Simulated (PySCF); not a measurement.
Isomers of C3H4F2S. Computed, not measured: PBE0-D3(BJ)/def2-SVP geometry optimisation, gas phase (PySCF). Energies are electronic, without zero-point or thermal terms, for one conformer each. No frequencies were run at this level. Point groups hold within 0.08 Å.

Question: Order them by energy at this level, lowest first, and give relative energies in kcal/mol.
A. `[CH2:1]=[C:2]([F:3])[S:4][CH2:5][F:6]` with C1–C2–S4–C5 -25°, C2–S4–C5–F6 76°
B. `[F:1][C:2]1([F:3])[CH2:4][S:5][CH2:6]1` with F1–C2–C4–S5 -130°, C2–C4–S5–C6 8°, C4–S5–C6–C2 -8°, F1–C2–C6–S5 130°

Answer: B (0.0), A (20.6).

As drawn, the lower has a four-membered ring and two fluorines on one carbon, which the higher lacks; the higher has a C=C bond outside aromatic rings, which the lower lacks.

| SMILES | E (Eh) | E rel (kcal/mol) | dipole (D) | point group | A, B, C (MHz) |
| --- | --- | --- | --- | --- | --- |
| FC1(F)CSC1 | -713.76341 | 0.0 | 0.53 | Cs | 5435, 2182, 2154 |
| C=C(F)SCF | -713.73065 | 20.6 | 1.79 | C1 | 5360, 1957, 1509 |

Question: How do the relative energies change in single points at PBE0/pcSseg-1 (no added dispersion term) on the same geometries?

Answer: 
| SMILES | PBE0-D3(BJ)/def2-SVP (kcal/mol) | PBE0/pcSseg-1 (kcal/mol) | shift |
| --- | --- | --- | --- |
| FC1(F)CSC1 | 0.0 | 0.0 | 0.0 |
| C=C(F)SCF | 20.6 | 19.3 | -1.3 |

Each column counts from its own lowest isomer. The order is unchanged; the largest shift is 1.3 kcal/mol.
